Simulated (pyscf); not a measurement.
Single points on ωB97X-D3(BJ)/def2-SVP structures (PySCF, gas phase).

Question: Estimate the classical barrier height and the reaction energy of H₂N–Si•(NH₂)–NH₂ + hydrogen (H₂) → H₂N–SiH(NH₂)–NH₂ + H atom (H•) at ωB97M-D3(BJ)/def2-TZVP. The step runs on the doublet surface, breaks H–H and forms H–Si; take the separated reactants as zero.

Answer: ΔE‡ = 11.6 kcal/mol, ΔE = +6.8 kcal/mol. Zero-point energy shifts the barrier by -1.0 kcal/mol. It is a hydrogen abstraction, with an imaginary mode of 918i cm⁻¹. One saddle was located; it need not be the lowest between these sides. The angle at the transferred H is 170°.
